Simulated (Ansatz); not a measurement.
Species: CH4, SMILES `C` (charge 0, multiplicity 1), formula CH4.

Question: How many basis functions does Ansatz (an electronic-structure program) with frozen-core CCSD(T)/cc-pVTZ // ωB97X-D3(BJ)/def2-TZVP use, how many core orbitals are frozen, and how many electrons are correlated?

Answer: 86 basis functions and 1 frozen orbitals, which leaves 8 correlated electrons. Core time is of the order of seconds.
